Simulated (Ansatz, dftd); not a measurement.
Reaction: Cl2 (molecular chlorine, SMILES ClCl) → Cl2+ (parent SMILES ClCl, doublet) + e-
Each species at its own B3LYP-D3(BJ)/def2-TZVP minimum (Ansatz, a first-principles code).

Property: adiabatic ionisation energy (electronic), in eV. UHF or UKS for unpaired electrons; spin-orbit terms are left out. Correlated methods leave the cores frozen. Rows without X2C or -DK are non-relativistic. CBS(X,Y): correlation extrapolated as X^-3, Hartree-Fock from the larger set (Q,5: extrapolated as (X+1)exp(-9√X)). A bracket is a step between two methods taken in the basis named. Functionals run without relativity, which enters their misses. '+ core + X2C': CCSD(T) terms for core correlation (cc-pwCVTZ, 1s frozen past Ne) and scalar relativity (cc-pVTZ-DK).

Compared with CCSD(T)/CBS(cc-pV(Q+d)Z,cc-pV(5+d)Z) + [CCSDT(Q) - CCSD(T)]/cc-pV(T+d)Z + core + X2C (Ansatz): 11.52 eV.

Rank these levels by how close they come to it, closest first: r2SCAN-D4/def2-TZVPD (Ansatz + dftd4); PBE-D4/def2-TZVPD (Ansatz + dftd4); PBE0-D4/def2-TZVPD (Ansatz + dftd4); MP2/CBS(cc-pV(T+d)Z,cc-pV(Q+d)Z) (Ansatz); B3LYP-D4/def2-TZVPD (Ansatz + dftd4).

MP2/CBS(cc-pV(T+d)Z,cc-pV(Q+d)Z) (11.56 eV, difference 0.04), B3LYP-D4/def2-TZVPD (11.38 eV, difference -0.14), PBE0-D4/def2-TZVPD (11.32 eV, difference -0.20), r2SCAN-D4/def2-TZVPD (11.26 eV, difference -0.26), PBE-D4/def2-TZVPD (11.14 eV, difference -0.38)
